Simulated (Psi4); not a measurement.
# One shape, several levels: doublet [BH3S2]−

Aim: a comparison of 4 runs (U-r2SCAN/aug-cc-pVDZ, U-revPBE/aug-cc-pVDZ, UPBE/aug-cc-pVDZ, UTPSS/aug-cc-pVDZ) of doublet [BH3S2]−. 

The results are computed with Psi4 1.11.

4 further runs of the same task are left out: 3 that didn't finish, 1 set aside as unsound or not needed.

**1. The system as given**

[BH3S2]− has 6 atoms, charge -1, and is taken as a doublet. SMILES of the parent species: `SBS`. Geometry: relaxed at PBE0-D4/def2-TZVP. This is one conformer, not always the lowest. That shape belongs to the parent species and isn't relaxed for this state.

Bond lengths: S1–B2 1.783 Å, B2–S3 1.787 Å, S1–H4 1.346 Å, B2–H5 1.190 Å, S3–H6 1.342 Å. Angles: S1–B2–S3 122.5°, S1–B2–H5 116.2°, S3–B2–H5 121.4°, B2–S1–H4 98.9°, B2–S3–H6 97.3°.

**2. The energy at U-r2SCAN/aug-cc-pVDZ (run 1)**

job.json reads:

```json
{
 "schema_name": "qcschema_input",
 "schema_version": 1,
 "molecule": {
  "schema_name": "qcschema_molecule",
  "schema_version": 2,
  "symbols": ["S", "B", "S", "H", "H", "H"],
  "geometry": [-1.54938645, -1.14366225, -2.86576967, 0.17272097, -0.85717977, 0.01681856, 0.62946777, 2.10666668, 1.56809474, -2.16487025, 1.30032055, -3.20232989, 1.01194834, -2.76315754, 0.8645497, 1.97967709, 1.23606986, 3.53152018],
  "molecular_charge": -1,
  "molecular_multiplicity": 2,
  "fix_symmetry": "c1",
  "fix_com": true,
  "fix_orientation": true
 },
 "driver": "energy",
 "model": {
  "method": "r2scan",
  "basis": "aug-cc-pVDZ"
 },
 "keywords": {
  "reference": "uks",
  "puream": true,
  "e_convergence": 1e-09,
  "d_convergence": 1e-08,
  "scf_type": "pk",
  "dft_radial_points": 99,
  "dft_spherical_points": 590,
  "maxiter": 200,
  "scf_properties": ["MAYER_INDICES", "QUADRUPOLE", "DIPOLE"]
 }
}
```

Run with:

```bash
$ psi4 --qcschema job.json -n 1 --memory 1600MB
```

stdout:

```text
[...]
  Running in c1 symmetry.
[...]
  Nuclear repulsion =  119.768715328681594
[...]
  Multiplicity = 2
[...]
  Nalpha       = 21
  Nbeta        = 20
[...]
    Number of basis functions: 104
[...]
   @UKS iter   1:  -822.59456434144249    1.55979e-01   7.07963e-03 DIIS/ADIIS
[...]
   @UKS iter  20:  -823.00927883292161   -1.02318e-12   2.04002e-09 DIIS
[...]
   @S^2 Observed:                7.506188454E-01
[...]
  @UKS Final Energy:  -823.00927883292161
   => Energetics <=
    Nuclear Repulsion Energy =            119.7687153286815942
    One-Electron Energy =               -1378.4945083866859932
    Two-Electron Energy =                 492.2952153587013981
    DFT Exchange-Correlation Energy =     -56.5787011336185799
    Empirical Dispersion Energy =           0.0000000000000000
    VV10 Nonlocal Energy =                  0.0000000000000000
    Total Energy =                       -823.0092788329216091
[...]
 Multipole Moments:
 ------------------------------------------------------------------------------------
     Multipole            Electronic (a.u.)      Nuclear  (a.u.)        Total (a.u.)
 ------------------------------------------------------------------------------------
 L = 1.  Multiply by 2.5417464519 to convert [e a0] to [Debye]
 Dipole X            :         12.6386507          -13.0283389           -0.3896882
 Dipole Y            :        -11.4823456           10.8954049           -0.5869407
 Dipole Z            :         18.7211623          -19.4849661           -0.7638038
 Magnitude           :                                                    1.0391114
 L = 2.  Multiply by 1.3450342976 to convert [e a0^2] to [Debye ang]
 Quadrupole XX       :        -98.5930217           54.5282354          -44.0647863
 Quadrupole XY       :        -43.6527295           45.6644137            2.0116843
[...]
```

The result, in JSON:

```text
{
 "driver": "energy",
 "model": {
  "method": "r2scan",
  "basis": "aug-cc-pVDZ"
 },
 "success": true,
 "return_result": -823.0092788329216,
 "properties": {
  "calcinfo_nbasis": 104,
  "calcinfo_nmo": 104,
  "calcinfo_nalpha": 21,
  "calcinfo_nbeta": 20,
  "calcinfo_natom": 6,
  "nuclear_repulsion_energy": 119.7687153286816,
  "return_energy": -823.0092788329216,
  "scf_one_electron_energy": -1378.494508386686,
  "scf_two_electron_energy": 492.2952153587014,
  "scf_xc_energy": -56.57870113361858,
  "scf_dipole_moment": [-0.38968819006579913, -0.5869407004018825, -0.763803773200145],
  "scf_total_energy": -823.0092788329216,
  "scf_iterations": 20
 }
}
```

Run time: 89 s. Hardware: 1 thread of AMD EPYC 9R45 (Zen 5), shared host; peak memory 0.78 GiB.

**3. Energy and forces at U-revPBE/aug-cc-pVDZ (run 2)**

run_ase.py reads:

```python
import numpy as np
from ase.calculators.psi4 import Psi4
from ase import Atoms

atoms = Atoms(['S', 'B', 'S', 'H', 'H', 'H'], positions=[
    [-0.819900, -0.605200, -1.516500],
    [0.091400, -0.453600, 0.008900],
    [0.333100, 1.114800, 0.829800],
    [-1.145600, 0.688100, -1.694600],
    [0.535500, -1.462200, 0.457500],
    [1.047600, 0.654100, 1.868800],
])
calc = Psi4(atoms=atoms, method='revpbe', basis='aug-cc-pVDZ', memory='1600MB', num_threads=1, charge=-1, multiplicity=2, label='psi4-calc', reference='uks')
calc.psi4.set_options({'puream': True, 'e_convergence': 1e-09, 'd_convergence': 1e-08, 'scf_type': 'pk', 'dft_radial_points': 99, 'dft_spherical_points': 590, 'maxiter': 200})
atoms.calc = calc

forces = atoms.get_forces()
print(f'energy: {atoms.get_potential_energy():.6f} eV')
print('forces / eV A^-1')
print(np.round(forces, 5))
```

Run with:

```bash
$ python run_ase.py
```

psi4-calc.dat:

```text
[...]
  Running in c1 symmetry.
[...]
  Nuclear repulsion =  119.768715267477347
[...]
  Multiplicity = 2
[...]
  Nalpha       = 21
  Nbeta        = 20
[...]
    Number of basis functions: 104
[...]
   @UKS iter   1:  -822.43939313122326    2.50387e-01   7.63665e-03 ADIIS/DIIS
[...]
   @UKS iter  20:  -822.93335374914727   -7.38964e-12   9.37094e-09 DIIS
[...]
   @S^2 Observed:                7.502163443E-01
[...]
  @UKS Final Energy:  -822.93335374914727
   => Energetics <=
    Nuclear Repulsion Energy =            119.7687152674773472
    One-Electron Energy =               -1378.4186784681114659
    Two-Electron Energy =                 492.2104798707063651
    DFT Exchange-Correlation Energy =     -56.4938704192195758
    Empirical Dispersion Energy =           0.0000000000000000
    VV10 Nonlocal Energy =                  0.0000000000000000
    Total Energy =                       -822.9333537491472725
[...]
  -Total Gradient:
     Atom            X                  Y                   Z
    ------   -----------------  -----------------  -----------------
       1        0.004263486849     0.021772453068     0.012878196940
       2       -0.002991417196    -0.000635622069    -0.005008110829
       3        0.012350894412    -0.018968118479     0.014969699155
       4        0.004631402331    -0.018007767455     0.002621680036
       5       -0.002856295025     0.006153205367    -0.002996441778
       6       -0.015394860625     0.009685320331    -0.022459939475
[...]
```

On the terminal:

```text
energy: -22393.157161 eV
forces / eV A^-1
[[-0.21924 -1.11958 -0.66222]
 [ 0.15382  0.03269  0.25753]
 [-0.63511  0.97538 -0.76977]
 [-0.23816  0.926   -0.13481]
 [ 0.14688 -0.31641  0.15408]
 [ 0.79164 -0.49804  1.15494]]
```

Wall time 53 s (1 thread of AMD EPYC 9R45 (Zen 5), shared host); peak memory 0.81 GiB.

Run 3 isn't shown in full; the table further down has it.

**4. The energy at UTPSS/aug-cc-pVDZ (run 4)**

job.json reads:

```json
{
  "schema_name": "qcschema_input",
  "schema_version": 1,
  "molecule": {
    "schema_name": "qcschema_molecule",
    "schema_version": 2,
    "symbols": ["S", "B", "S", "H", "H", "H"],
    "geometry": [-1.54938645, -1.14366225, -2.86576967, 0.17272097, -0.85717977, 0.01681856, 0.62946777, 2.10666668, 1.56809474, -2.16487025, 1.30032055, -3.20232989, 1.01194834, -2.76315754, 0.8645497, 1.97967709, 1.23606986, 3.53152018],
    "molecular_charge": -1,
    "molecular_multiplicity": 2,
    "fix_symmetry": "c1",
    "fix_com": true,
    "fix_orientation": true
  },
  "driver": "energy",
  "model": {
    "method": "tpss",
    "basis": "aug-cc-pVDZ"
  },
  "keywords": {
    "reference": "uks",
    "puream": true,
    "e_convergence": 1e-09,
    "d_convergence": 1e-08,
    "scf_type": "pk",
    "dft_radial_points": 99,
    "dft_spherical_points": 590,
    "maxiter": 200
  }
}
```

Run with:

```bash
$ psi4 --qcschema job.json -n 1 --memory 1600MB
```

stdout:

```text
[...]
  Running in c1 symmetry.
[...]
  Nuclear repulsion =  119.768715328681594
[...]
  Multiplicity = 2
[...]
  Nalpha       = 21
  Nbeta        = 20
[...]
    Number of basis functions: 104
[...]
   @UKS iter   1:  -822.67825844414426    1.99208e-01   7.39546e-03 ADIIS/DIIS
[...]
   @UKS iter  21:  -823.13618008475771   -7.61702e-12   6.92097e-09 DIIS
[...]
   @S^2 Observed:                7.502222373E-01
[...]
  @UKS Final Energy:  -823.13618008475771
   => Energetics <=
    Nuclear Repulsion Energy =            119.7687153286815942
    One-Electron Energy =               -1378.4181157113976042
    Two-Electron Energy =                 492.2208358048923174
    DFT Exchange-Correlation Energy =     -56.7076155069339833
    Empirical Dispersion Energy =           0.0000000000000000
    VV10 Nonlocal Energy =                  0.0000000000000000
    Total Energy =                       -823.1361800847577115
[...]
 Multipole Moments:
 ------------------------------------------------------------------------------------
     Multipole            Electronic (a.u.)      Nuclear  (a.u.)        Total (a.u.)
 ------------------------------------------------------------------------------------
 L = 1.  Multiply by 2.5417464519 to convert [e a0] to [Debye]
 Dipole X            :         12.6379649          -13.0283389           -0.3903739
 Dipole Y            :        -11.5132733           10.8954049           -0.6178684
 Dipole Z            :         18.7123061          -19.4849661           -0.7726600
 Magnitude           :                                                    1.0635585
[...]
```

The result, in JSON:

```text
{
 "driver": "energy",
 "model": {
  "method": "tpss",
  "basis": "aug-cc-pVDZ"
 },
 "success": true,
 "return_result": -823.1361800847577,
 "properties": {
  "calcinfo_nbasis": 104,
  "calcinfo_nmo": 104,
  "calcinfo_nalpha": 21,
  "calcinfo_nbeta": 20,
  "calcinfo_natom": 6,
  "nuclear_repulsion_energy": 119.7687153286816,
  "return_energy": -823.1361800847577,
  "scf_one_electron_energy": -1378.4181157113976,
  "scf_two_electron_energy": 492.2208358048923,
  "scf_xc_energy": -56.70761550693398,
  "scf_dipole_moment": [-0.3903739014261234, -0.6178683645466485, -0.7726600354832485],
  "scf_total_energy": -823.1361800847577,
  "scf_iterations": 21
 }
}
```

Run time: 1.7 min. Hardware: 1 thread of AMD EPYC 9R45 (Zen 5), shared host; peak memory 0.78 GiB.

**5. All runs side by side**

| run | level | task | energy (Eh) | HOMO energy (eV) | LUMO energy (eV) | ⟨S²⟩ | wall time |
| --- | --- | --- | --- | --- | --- | --- | --- |
| 1 | U-r2SCAN/aug-cc-pVDZ | energy | -823.009279 | 1.71 | 2.01 | 0.751 | 89 s |
| 2 | U-revPBE/aug-cc-pVDZ | gradient | -822.933354 | 1.69 | 1.81 | 0.750 | 53 s |
| 3 | UPBE/aug-cc-pVDZ | gradient | -822.696099 | 1.68 | 1.77 | 0.750 | 50 s |
| 4 | UTPSS/aug-cc-pVDZ | energy | -823.136180 | 1.76 | 1.88 | 0.750 | 1.7 min |

**6. What came out**

| quantity | value |
| --- | --- |
| run 4: total energy | -823.13618 Eh |
| run 4: HOMO energy (highest over α and β) | 1.76 eV |
| run 4: LUMO energy (lowest over α and β) | 1.88 eV |
| run 4: ⟨S²⟩ | 0.750 |

Totals of different functionals can't be ranked against each other. In runs 1, 2, 3, 4 the HOMO lies above zero, so the outermost electron may be held by the basis alone. All runs together took 4.9 min, the longest 1.7 min.
